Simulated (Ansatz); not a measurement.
System: CH₂, triplet: symmetric bend, bond length relaxed. Scanned: H-C-H angle. Other coordinates (C-H bond length) were minimised at PBE0/def2-TZVP.

The free coordinates were minimised at PBE0/def2-TZVP in PySCF; the energy column is CCSD(T) on UHF/aug-cc-pVQZ, frozen core in Ansatz (an electronic-structure program), in kJ/mol.

```csv
a / °,C-H bond length / Å,E
180,1.068,23.2
169.60,1.069,20.5
161.60,1.070,15.4
153.60,1.073,9.2
145.60,1.075,3.5
137.60,1.078,0.0
129.60,1.081,0.1
121.60,1.084,5.0
113.60,1.087,15.8
105.60,1.091,33.3
97.60,1.096,58.3
89.60,1.100,91.5
81.60,1.106,133.8
73.60,1.112,185.9
65.60,1.120,248.7
```

The scan ran from 180.0 to 60.0; beyond the range shown the relaxed coordinates jump or full CI changes its symmetry label.
